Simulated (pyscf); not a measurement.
Optimised with ωB97X-D3(BJ)/def2-SVP in PySCF. Correlated levels are frozen-core, on RHF or UHF. ΔMP2 is the change of the MP2 total energy from the triple- to the quadruple-zeta basis.

SMILES: [GeH3][SnH3]
```xyz
8

Ge    -1.4289     0.5379    -0.3058
Sn    -0.1587    -1.6637     0.0590
H     -2.9427     0.2804    -0.3766
H     -0.9870     1.2029    -1.6193
H     -1.1554     1.5143     0.8494
H     -0.6571    -2.4048     1.5161
H      1.5234    -1.3742     0.1454
H     -0.4575    -2.7455    -1.2298
```

Question: What are the homolytic bond dissociation enthalpies (298 K) of `[GeH3][SnH3]` at CCSD(T)/def2-TZVPP + ΔMP2(QZVPP), weakest first?

Answer: Ge–Sn to GeH₃• + SnH₃•: 277.7 kJ/mol; H–Sn to H₃Ge–SnH₂• + H•: 315.3 kJ/mol; Ge–H to •H₂Ge–SnH₃ + H•: 347.3 kJ/mol. Ring and multiple bonds, and those that leave no two simple radicals, are not listed. •H₂Ge–SnH₃ lies 34.7 kJ/mol over its isomer H₃Ge–SnH₂•, and others may lie lower still (electronic energy, ωB97M-D3(BJ)). Other isomers of H₃Ge–SnH₂• were not searched in full and may lie lower. The CCSD(T) − MP2 part came from Ansatz, without density fitting, on the same reference. The frozen core leaves the outer d or s,p core shells of the metals and heavy elements correlated in the MP2 and CC values, and def2-TZVPP describes them poorly, which can shift differences by a few kcal/mol. Elements up to Kr have no core potential and no relativistic terms here. Elements past Kr carry the def2 core potentials, without spin-orbit coupling.
